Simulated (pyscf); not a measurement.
Optimised with ωB97X-D3(BJ)/def2-SVP in PySCF.

Problem. Estimate the classical barrier height and the reaction energy of `[CH3][Si]([Cl])([Cl])[Cl]` + `[H][H]` -> `[CH3][SiH]([Cl])[Cl]` + `[ClH]` at ωB97M-D3(BJ)/def2-TZVP. The step runs on the singlet surface, breaks Cl–Si, H–H and forms H–Si, Cl–H; take the separated reactants as zero.

Solution. ΔE‡ = 55.9 kcal/mol, ΔE = +19.2 kcal/mol. Zero-point energy shifts the barrier by +2.7 kcal/mol. It is a four-centre exchange, with an imaginary mode of 889i cm⁻¹. One saddle was located; it need not be the lowest between these sides.
